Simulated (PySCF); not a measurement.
Isomers of C4H4F2, mass 90.028 u with the commonest isotopes. Theory: CAM-B3LYP/def2-SVPD in PySCF (dipole) on a GFN2-xTB geometry, gas phase. One conformer each, none proved a minimum here; rigid rotors.

Task: Order these by rotational constant A, largest first.
A. `[F:1][CH2:2][C@@H:3]1[CH:4]=[C:5]1[F:6]` with F1–C2–C3–C4 -90°
B. `[F:1]/[CH:2]=[CH:3]/[CH:4]=[CH:5]/[F:6]` with C2–C3–C4–C5 180°
C. `C=C1[C@@H](F)[C@@H]1F`
D. `[F:1][CH2:2][C:3]1([F:4])[CH:5]=[CH:6]1` with F1–C2–C3–F4 180°
E. `[F:1]/[CH:2]=[CH:3]\[CH:4]=[CH:5]\[F:6]` with C2–C3–C4–C5 180°
F. `[F:1]/[CH:2]=[CH:3]\[CH:4]=[CH:5]/[F:6]` with C2–C3–C4–C5 180°
G. `[CH2:1]=[CH:2]/[C:3]([F:4])=[CH:5]\[F:6]` with C1–C2–C3–F4 0°

Result: B (32202 MHz), F (13746 MHz), E (13064 MHz), A (10500 MHz), G (6155 MHz), D (5558 MHz), C (4191 MHz).

Task: Order these by rotational constant B, largest first.
A. `[F:1][CH2:2][C@@H:3]1[CH:4]=[C:5]1[F:6]` with F1–C2–C3–C4 -90°
B. `C=C1[C@@H](F)[C@H]1F`
C. `[F:1]/[CH:2]=[CH:3]\[CH:4]=[CH:5]/[F:6]` with C2–C3–C4–C5 180°
D. `C=C1[C@@H](F)[C@@H]1F`
E. `[F:1]/[CH:2]=[CH:3]/[CH:4]=[CH:5]/[F:6]` with C2–C3–C4–C5 180°
F. `[F:1]/[CH:2]=[CH:3]\[CH:4]=[CH:5]\[F:6]` with C2–C3–C4–C5 180°
G. `[CH2:1]=[CH:2]/[C:3]([F:4])=[CH:5]\[F:6]` with C1–C2–C3–F4 0°
H. `[F:1][CH2:2][C:3]1([F:4])[CH:5]=[CH:6]1` with F1–C2–C3–F4 180°

Result: B (3712 MHz), D (3531 MHz), H (3284 MHz), G (2620 MHz), A (1866 MHz), C (1601 MHz), F (1473 MHz), E (1174 MHz).

Task: Order these by out-of-plane moment Σ m c² = (Ia + Ib − Ic)/2, largest first.
A. `[F:1][CH2:2][C:3]1([F:4])[CH:5]=[CH:6]1` with F1–C2–C3–F4 180°
B. `[F:1][CH2:2][C@@H:3]1[CH:4]=[C:5]1[F:6]` with F1–C2–C3–C4 -90°
C. `[F:1]/[CH:2]=[CH:3]\[CH:4]=[CH:5]\[F:6]` with C2–C3–C4–C5 180°
D. `C=C1[C@@H](F)[C@@H]1F`
E. `C1(=C)[C@@H](F)[C@H]1F`

Result: E (20.41 u·Å²), A (16.94 u·Å²), D (9.93 u·Å²), B (8.93 u·Å²), C (0.00 u·Å²).

```
               SMILES  point group  Ia (u·Å²)  Ib (u·Å²)  Ic (u·Å²)      κ  μa (D)  μb (D)  μc (D)
          FCC1(F)C=C1           Cs      90.93     153.90     210.94  -0.44    0.18    0.99    0.00
       FC[C@@H]1C=C1F           C1      48.13     270.77     301.04  -0.96    0.93    0.24    0.16
          F/C=C\C=C\F           Cs      38.69     343.08     381.77  -0.97    0.65    2.26    0.00
          F/C=C/C=C/F          C2h      15.69     430.47     446.16  -1.00    0.00    0.00    0.00
C=C1[C@@H](F)[C@@H]1F           C2     120.58     143.13     243.85   0.38    0.00    1.71    0.00
 C=C1[C@@H](F)[C@H]1F           Cs     118.48     136.14     213.79   0.42    2.22    0.00    2.07
         C=C/C(F)=C\F           Cs      82.10     192.89     274.99  -0.64    0.33    0.33    0.00
          F/C=C\C=C/F          C2h      36.77     315.73     352.50  -0.97    0.00    0.00    0.00
```
